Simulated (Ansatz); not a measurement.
# C₃H₅Cl: how energies converge with the basis set

An exercise on one series of results from a longer session: the logs are not shown, and one member is left open.

Method: one geometry, several basis sets; program: Ansatz 0.2.0, Gaussian basis.

Levels to be run: PBE0-D4/def2-SVP; ωB97M-V/def2-SVP; PBE0-D4/def2-QZVPP; ωB97M-V/def2-QZVPP; the functionals' def2-TZVPP values are taken from earlier runs.

## The relaxed structure

All runs share one geometry, relaxed beforehand with PBE0-D4 in a triple-zeta def2 set.

SMILES `C/C=C/Cl`, 9 atoms, charge 0, spin multiplicity 1.

Atoms are counted from 1 here; the program's logs count them from 0.

Bond lengths: C1–C2 1.489 Å, C1–H5 1.094 Å, C1–H6 1.091 Å, C1–H7 1.094 Å, C2–C3 1.323 Å, C2–H8 1.086 Å, C3–Cl4 1.723 Å, C3–H9 1.083 Å. Angles: C2–C1–H5 110.9°, C2–C1–H6 111.7°, C2–C1–H7 110.9°, H5–C1–H6 108.2°, H5–C1–H7 106.8°, H6–C1–H7 108.2°, C1–C2–C3 123.3°, C1–C2–H8 117.8°, C3–C2–H8 118.8°, C2–C3–Cl4 123.4°, C2–C3–H9 123.5°, Cl4–C3–H9 113.2°.

Set-up of the first run:

The input, in.yaml:

```yaml
crystal:
  periodic: [false, false, false]
  atoms:
    - {symbol: C, position_ang: [0.174307, 1.081582, -0.482044]}
    - {symbol: C, position_ang: [0.079588, -0.394830, -0.311091]}
    - {symbol: C, position_ang: [-0.271648, -0.974000, 0.824984]}
    - {symbol: Cl, position_ang: [-0.382490, -2.682047, 1.023468]}
    - {symbol: H, position_ang: [-0.499607, 1.426657, -1.272036]}
    - {symbol: H, position_ang: [-0.079542, 1.610792, 0.438044]}
    - {symbol: H, position_ang: [1.185942, 1.375677, -0.777716]}
    - {symbol: H, position_ang: [0.312200, -1.020372, -1.168275]}
    - {symbol: H, position_ang: [-0.518751, -0.423449, 1.724656]}
basis:
  gaussian: {orbitals: def2-SVP}
hamiltonian: {xc: pbe0, dispersion: d4}
output: {orbitals: {seedname: orbitals}}
```

Run with:

```sh
ansatz run in.yaml --threads 4 --pin off --events-out ev --progress --plain --max-ram 10444MiB
```

Among the steps run: PBE0-D4 in def2-SVP; ωB97M-V in def2-SVP; PBE0-D4 in def2-QZVPP; ωB97M-V in def2-QZVPP.

One of the session's tables, all rows but one given; the rest of the session is left out.

It belongs to the step «Functionals by basis». 

| functional | basis | HOMO (eV) | LUMO (eV) |
| --- | --- | --- | --- |
| PBE0-D4 | def2-SVP | -7.01 | 0.32 |
| PBE0-D4 | def2-TZVPP | -7.11 | 0.06 |
| PBE0-D4 | def2-QZVPP | -7.14 | -0.03 |
| ωB97M-V | def2-SVP | ? | ? |
| ωB97M-V | def2-TZVPP | -9.29 | 2.19 |
| ωB97M-V | def2-QZVPP | -9.33 | 1.91 |

**Question.** Estimate the row for ωB97M-V, def2-SVP.

The run gave: HOMO (eV): -9.17; LUMO (eV): 2.55. In the column «HOMO (eV)» it lies between ωB97M-V, def2-TZVPP (-9.29) and PBE0-D4, def2-QZVPP (-7.14).
